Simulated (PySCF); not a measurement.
Gas-phase reaction: C₃H₈ + 4 HCl ⇌ 3 CH₄ + 4 Cl

Energies from PySCF, thermal terms from the rigid-rotor harmonic-oscillator model, ideal gas at 1 bar. 'Table' is the NASA 1993 thermochemical table (part measured, part estimated). † marks an energy on the PBE0/def2-TZVP geometry and frequencies; other levels use their own. MP2 and CCSD(T) freeze the core. Open shells (unrestricted): Cl (multiplicity 2, electronic degeneracy 6); the rest are closed-shell singlets. Spin-orbit splitting is ignored; it lowers the true energy and changes the entropy of Cl. MP2 isn't extrapolated to the basis-set limit; its ΔH°(298 K) is 686.1 kJ in def2-SVP and 767.0 kJ in def2-TZVPP. CCSD(T) isn't extrapolated to the basis-set limit; its ΔH°(298 K) is 651.7 kJ in def2-SVP and 713.9 kJ in def2-TZVPP. The harmonic model lacks anharmonicity and excited electronic states, which grow with temperature; levels with a mode under 35 cm⁻¹ are left out. Internal rotation in C₃H₈ is treated as a harmonic vibration of one conformer, which makes the entropy rough.

```json
[
 {"level": "table", "ΔH°(298 K), kJ": "735.3", "minus table": "-", "ΔG°(1200 K), kJ": "490.9"},
 {"level": "CCSD(T)/def2-SVP†", "ΔH°(298 K), kJ": "651.7", "minus table": "-83.6", "ΔG°(1200 K), kJ": "395.7"},
 {"level": "HF/def2-TZVP†", "ΔH°(298 K), kJ": "418.8", "minus table": "-316.5", "ΔG°(1200 K), kJ": "162.8"},
 {"level": "M06-2X/def2-TZVP†", "ΔH°(298 K), kJ": "730.7", "minus table": "-4.6", "ΔG°(1200 K), kJ": "474.7"},
 {"level": "MP2/def2-SVP†", "ΔH°(298 K), kJ": "686.1", "minus table": "-49.2", "ΔG°(1200 K), kJ": "430.2"},
 {"level": "PBE/def2-SVP", "ΔH°(298 K), kJ": "754.5", "minus table": "19.2", "ΔG°(1200 K), kJ": "498.6"},
 {"level": "PBE0/def2-SVP†", "ΔH°(298 K), kJ": "724.9", "minus table": "-10.4", "ΔG°(1200 K), kJ": "468.9"},
 {"level": "ωB97X-V/def2-TZVP†", "ΔH°(298 K), kJ": "734.7", "minus table": "-0.6", "ΔG°(1200 K), kJ": "478.7"}
]
```
